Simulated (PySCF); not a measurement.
Species: [BFH3]- (charge -1).
SMILES: `[BH3-]F`

The closed-shell ground state was solved at several levels (PySCF, density fitting, gas phase, non-relativistic). Geometry: PBE0-D3(BJ)/def2-SVP; no solvent, vibrations or thermal averaging. The geometry's basis has no diffuse functions, a weakness for an anion. Where the HOMO energy is positive, the finite basis confines the outermost electrons. No diffuse functions stand in pcJ-1 and pcSseg-1, which bears on an anion's orbital energies.

| level | basis functions | HOMO (eV) | LUMO (eV) | gap (eV) |
| --- | --- | --- | --- | --- |
| B3LYP/pcJ-1 | 84 | -1.14 | 7.65 | 8.79 |
| PBE0/def2-SVPD | 67 | -1.51 | 5.17 | 6.68 |
| PBE0/pcSseg-1 | 49 | -1.30 | 8.05 | 9.35 |

Q: What might KT2/pcSseg-1 (49 basis functions) give for the same quantities?

A: HOMO 0.13 eV, LUMO 7.21 eV, gap 7.08 eV.

Q: Over all these levels, which gives the widest orbital gap and which the narrowest?

A: PBE0/pcSseg-1 has the widest, 9.35 eV, and PBE0/def2-SVPD the narrowest, 6.68 eV. The two share the functional. From the narrowest to the widest the HOMO moves by +0.21 eV and the LUMO by +2.88 eV.
